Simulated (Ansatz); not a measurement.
Geometry optimisation, Ansatz, RKS B3LYP-D4/6-31G*.

Input file:

```yaml
crystal:
  periodic: [false, false, false]
  atoms:
    - { symbol: Al, position_ang: [0.0, 0.0, 0.0] }
    - { symbol: O, position_ang: [0.0, 0.0, 2.13] }
    - { symbol: H, position_ang: [-0.9095, -0.2814, 2.4671] }
    - { symbol: H, position_ang: [1.351, 0.0, -0.78] }
    - { symbol: H, position_ang: [-1.351, 0.0, -0.78] }
    - { symbol: P, position_ang: [0.1156, 2.4456, 0.8135] }
    - { symbol: H, position_ang: [0.6761, 2.4854, 2.1176] }
    - { symbol: H, position_ang: [0.927, 3.2022, -0.0729] }
    - { symbol: H, position_ang: [0.0596, 1.2596, 1.9613] }
basis:
  gaussian: { orbitals: "6-31G*" }
hamiltonian:
  xc: b3lyp
  dispersion: d4
relax:
  f_tol: 0.15
  max_steps: 25
  restrain:
    - { distance: [0, 5], at: 2.28, k: 30.0 }
    - { distance: [8, 1], at: 1.01, k: 30.0 }
    - { distance: [0, 1], at: 2.98, k: 30.0 }
    - { distance: [8, 5], at: 2.62, k: 30.0 }
```

Launched with:

```bash
$ ansatz run input.yaml --threads 1 --pin off --max-ram 2048MiB --backend cpu --events-out ev --progress --plain --runs-dir out
```

Problem. Where does it end, and by what steps?

Solution. The forces met the threshold. The restraints hold the end off the free minimum. After 14 steps the energy has fallen by 2.324 eV (the restraints' own energy left out); H7 moved furthest, 1.84 Å. Parted: Al1–O2 (2.13 → 2.96 Å). Joined: O2–H9 (1.27 → 0.99 Å).

```
step  energy less start (eV)  largest force component (eV/Å)  accepted
   0                  0.0000                           4.206       yes
   1                 -0.7699                           3.670       yes
   2                 -1.1332                           2.698       yes
   3                 -1.5468                           2.587       yes
   4                 -1.9731                           1.383       yes
   5                 -2.0527                           1.042       yes
   6                 -2.1074                           1.055       yes
   7                 -2.1348                           1.061       yes
   8                 -2.1541                           1.202       yes
   9                 -2.2040                           0.675       yes
  10                 -2.2248                           0.903       yes
  11                 -2.2481                           0.964       yes
  12                 -2.2722                           0.908       yes
  13                 -2.3030                           0.706       yes
  14                 -2.3238                           0.784       yes
```

```xyz
9
Properties=species:S:1:pos:R:3
Al 0.294 0.537 -0.251
O -0.409 -0.266 2.514
H -1.366 -0.399 2.598
H 1.574 -0.357 -0.525
H -1.142 0.184 -0.845
P 0.453 2.493 0.946
H 1.822 2.807 0.708
H -0.071 3.417 0.000
H -0.286 0.696 2.711
```

Run time: 39 s on 1 thread of Arm Neoverse V2, on a shared host, peak memory 0.14 GiB.
